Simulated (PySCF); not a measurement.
tetrafluoroethylene (C2F4), SMILES FC(F)=C(F)F. Geometry: r2SCAN-D4/def2-SVP.

Calculation: r2SCAN-D4/def2-SVP (PySCF).

Harmonic wavenumbers (cm⁻¹): 200, 203, 399, 414, 485, 552, 559, 805, 1208, 1366, 1370, 1920. Rotational constants (GHz): 5.478, 3.226, 2.030; symmetry number 4.

Q: Work out the zero-point energy and the ideal-gas rigid-rotor harmonic-oscillator thermochemistry at 298.15 K and 1 atm.

A: ZPE = ½ Σ hcν = ½ × 9481 cm⁻¹ = 56.71 kJ/mol. H − E(el) = 73.04 kJ/mol. Entropy in J/(mol K): translation 166.18, rotation 99.75, vibration 34.17, total 300.11. G − E(el) = -16.44 kJ/mol. Cp = 80.20 J/(mol K).
